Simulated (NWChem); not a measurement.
**Polarisability of methane (CH$_{4}$)**

```xyz
5

C      0.0000     0.0000     0.0000
H      0.0000     0.8966     0.6340
H      0.0000    -0.8966     0.6340
H     -0.8966     0.0000    -0.6340
H      0.8966     0.0000    -0.6340
```
Charge 0, spin multiplicity 1.

All runs are NWChem calculations. Structure: optimised with PBE0/def2-SVP, a minimum by its harmonic frequencies.

Basis set: 6-31G*. The field's frequency is 0.0428 Ha (1065 nm). This basis has no diffuse functions, which lowers polarisabilities.

The correlated methods keep 1 core orbital frozen. B3LYP has NWChem's definition, with VWN1-RPA local correlation. The Pople sets run with spherical d functions. Coupled-cluster values serve here as a point of comparison, not as the truth.

Problem. For the isotropic polarisability, B3LYP gives 12.53 bohr³ and PBE0 gives 12.56 bohr³. What do CCSD linear response, PBE give?

Solution. CCSD linear response: 12.29 bohr³; PBE: 12.61 bohr³.
